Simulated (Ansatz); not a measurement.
The same path of C2H5Si (8 atoms, charge 0, multiplicity 2) was run twice with different band settings. Lost on the way: Si3–H7. Made: C2–H7.

Computed with UKS PBE0-D4/def2-SVP (Ansatz 0.2.0).

Relaxed end points:

```xyz
8
Properties=species:S:1:pos:R:3
C -0.932 0.707 -0.694
C 0.181 0.577 0.053
Si 0.655 -0.954 0.969
H -1.623 -0.127 -0.855
H -1.195 1.653 -1.179
H 0.821 1.460 0.180
H 2.132 -1.145 1.080
H -0.038 -2.172 0.447
```

```xyz
8
Properties=species:S:1:pos:R:3
C -0.650 0.525 -0.728
C 0.428 0.358 0.214
Si 0.593 -1.029 1.531
H -1.093 -0.341 -1.226
H -1.119 1.500 -0.875
H 0.920 1.289 0.529
H 1.256 -0.305 -0.227
H -0.337 -1.997 0.783
```

Common settings: movable images 7; climbing image yes; spring 5.0 eV/Å²; optimiser quadratic models (default); start path through a guess of the saddle point; iteration limit 60; end points relaxed.

| run | force threshold |
| --- | --- |
| 1 | 0.03 eV/Å |
| 2 | 0.5 eV/Å |

What does each run give, and how far can it be trusted?

Run 1: converged after 10 iterations, highest image 1.933 eV above the first end. A vibrational analysis at the climbing image gives one clearly imaginary mode, 1457i cm⁻¹: a first-order saddle point.
Run 2: converged after 6 iterations, highest image 1.955 eV above the first end. The threshold of 0.5 eV/Å is loose, so the images may lie well off the minimum-energy path. The order of the stationary point at the top wasn't checked.
